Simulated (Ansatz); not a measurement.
A calculation with Ansatz (development build ahead of 0.2.0).

```yaml
crystal:
  periodic: [false, false, false]
  atoms:
    - { symbol: F, position_ang: [0.02628, 0.0526, 0.01939] }
    - { symbol: H, position_ang: [2.84019, -0.41739, 0.62887] }
    - { symbol: F, position_ang: [2.82915, 0.28546, 0.04725] }
basis:
  gaussian: { orbitals: def2-SVP }
magnetization:
  spin_polarized: true
  initial_magnetization: 1
hamiltonian:
  xc: hf
output:
  forces: true
```

The input is written out in the form of the current development build from the run's settings.

Output:

```
Converged                       : yes
Total energy                    : -199.21810 hartree
Spin squared of the determinant : 0.752
Stability test                  : minimum
```

Forces (eV/Å):
```
atom      Fx      Fy      Fz
  F1   0.028   0.000   0.002
  H2  -0.018   0.597  -0.495
  F3  -0.010  -0.597   0.492
```
